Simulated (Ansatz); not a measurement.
**CHB, triplet: from triple and quadruple zeta to the limit**

```xyz
3

B     0.0000    0.0000    0.0957
C     0.0000    0.0000   -1.3685
H     0.0000    0.0000    1.2728
```

Connectivity, by distances: BH–C.

Ansatz 0.2.0, UHF determinant, valence electrons correlated. Energies in eV.

| set | X | functions | Hartree–Fock | MP2 correlation | CCSD(T) correlation | time |
| --- | --- | --- | --- | --- | --- | --- |
| def2-TZVPP | 3 | 76 | -1713.5555 | -4.8895 | -5.9018 | 2.7 s on 1 × NVIDIA H100 80GB HBM3 with 1 thread of AMD EPYC 7R13 Processor (Zen 3) (shared host) |
| def2-QZVPP | 4 | 144 | -1713.6220 | -5.2383 | -6.1928 | 4.9 s on 1 × NVIDIA H100 80GB HBM3 with 1 thread of AMD EPYC 7R13 Processor (Zen 3), with other jobs on the host |

Hartree–Fock is taken to follow E(X) = E∞ + A·exp(−7.88·√X), correlation E(X) = E∞ + B·X^−2.97.

Question: Work out the CCSD(T) energy at the limit, and how far the shortcut misses it that extrapolates MP2 and adds CCSD(T) minus MP2 from the smaller set.

Answer: Hartree–Fock: E∞ = E4 + 0.1377·(E4 − E3) = -1713.6311. Correlation: E∞ = E4 + 0.7407·(E4 − E3) = -6.4084 for CCSD(T) and -5.4966 for MP2. The limit is -1720.0395 eV, 0.225 eV below def2-QZVPP. The shortcut gives a correlation energy of -5.4966 + (-1.0123) = -6.5090, 101 meV lower than the direct value.
